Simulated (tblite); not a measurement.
Species: C5H7O (doublet state).
Structure used (GFN2-xTB), in Å, numbered top down from 1:
```
atom  x, y, z in Å
C1    -2.1681   -0.1541    0.0775
O2    -0.8381   -0.4828    0.3812
C3     0.0945    0.1141   -0.4940
C4     1.4685   -0.3921   -0.1609
C5     2.6843    0.4094   -0.4442
C6     2.4018    0.4471    0.8077
H7    -2.4487   -0.5111   -0.9217
H8    -2.7874   -0.6445    0.8258
H9    -2.3314    0.9303    0.1210
H10    0.0580    1.2118   -0.4099
H11   -0.1545   -0.1531   -1.5367
H12    1.5263   -1.4742   -0.0976
H13    2.4903    0.6998    1.8340
```

Calculated harmonic vibrations of the isolated species, GFN2-xTB (tblite), most abundant isotopes, no scaling. Against measured fundamentals such values can be off by several per cent, at times by over 20. One conformer, not necessarily the lowest. Open shells enter through the occupations alone, without spin polarisation, and single modes of such species can be off by tens of per cent.

Harmonic wavenumbers (cm⁻¹): 55.7, 88.2, 187.1, 229.2, 313.6, 416.8, 449.5, 666.9, 709.2, 834.2, 856.7, 966.6, 986.3, 1051.0, 1110.7, 1134.9, 1161.1, 1178.7, 1197.6, 1287.0, 1347.4, 1406.5, 1467.7, 1469.4, 1490.7, 1810.8, 2805.7, 2861.6, 2891.9, 2915.7, 3006.3, 3029.1, 3251.3.

A = 14306, B = 1823, C = 1753 MHz; mass 83.050 u (most abundant isotopes); point group C1, symmetry number 1; spin multiplicity 2.

**Question.** What is the zero-point energy?

**Answer.** Half the sum of the wavenumbers: 22318 cm⁻¹ = 63.81 kcal/mol.

**Question.** Give the ideal-gas entropy at 500 K and 1 bar in the rigid-rotor, harmonic-oscillator model (classical rotation).

**Answer.** Translation 41.76, rotation 27.90, vibration 29.33, spin (R ln 2) 1.38: S = 100.4 cal/(mol K).

**Question.** And Cp and H(500 K) − H(0)?

**Answer.** Cp = 37.89 cal/(mol K), of which vibrations give 29.94 (their classical limit is 33 R = 65.6); H(500 K) − H(0) = 11.52 kcal/mol without the zero-point energy, 7.55 from vibrations.

**Question.** Blend soft modes into free rotors: weight 1/[1 + (100 cm⁻¹/ν̃)⁴] for the oscillator and the rest for a rotor with moment μB/(μ + B), μ = h/(8π²ν), B = 10⁻⁴⁴ kg m². What vibrational entropy results?

**Answer.** 26.99 cal/(mol K) in place of 29.33, which changes −T·S at 500 K by +1.17 kcal/mol.

**Question.** How do the functions run with temperature in this model?

**Answer.** 
| T (K) | S (cal/(mol K)) | Cp (cal/(mol K)) | H − H(0) (kcal/mol) | G − H(0) (kcal/mol) | ln q(vib) |
| --- | --- | --- | --- | --- | --- |
| 100 | 63.4 | 14.3 | 1.10 | -5.24 | 1.05 |
| 200 | 75.0 | 19.8 | 2.81 | -12.19 | 2.60 |
| 300 | 84.2 | 25.9 | 5.09 | -20.17 | 4.13 |
| 800 | 121.0 | 49.9 | 24.85 | -71.97 | 11.64 |
| 1000 | 132.8 | 55.2 | 35.39 | -97.37 | 14.48 |

q(vib) and H(0) count from the zero-point level.

**Question.** What must be added to the electronic energy to get the Gibbs energy at 500 K and 1 bar?

**Answer.** ZPE + [H(500 K) − H(0)] − T·S = 63.81 + 11.52 − 50.18 = 25.15 kcal/mol.

Hindered rotation and anharmonicity are outside this model. Other conformers, if any are populated, would add a mixing term that is left out. The structure is chiral; the term R ln 2 for an equal mix with its mirror image is left out.
